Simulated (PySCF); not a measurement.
# How methods differ on the ionisation energy of P

P [Ne] 3s2 3p3 (4S) → P+ [Ne] 3s2 3p2 (3P), as a difference of total energies. Computed with PySCF 2.14 in def2-TZVPPD (6s5p4d1f, 48 functions), with no relativity, point nucleus. Correlated levels: valence: [Ne] frozen; valence and next inner shell: 1s2 frozen. The calculations carry no spin-orbit coupling.

```tsv
method	ionisation energy (eV)
UHF	9.907
LDA	10.575
PBE	10.482
PBE0	10.526
r2SCAN	10.631
TPSSh	10.516
r2SCAN0	10.615
B97-3	10.337
B3LYP	10.383
MP2 (valence)	10.481
SCS-MP2 (valence)	10.305
MP2 (valence and next inner shell)	10.485
SCS-MP2 (valence and next inner shell)	10.308
```

**Question.** How much does correlation contribute at MP2 (valence and next inner shell)?

**Answer.** 10.485 − (9.907) = 0.578 eV, measured against UHF.

Errors of the correlated levels include the incompleteness of this basis and the frozen core.

For comparison: 10.526 eV (measured; NIST levels, between the centres of gravity of the two terms).
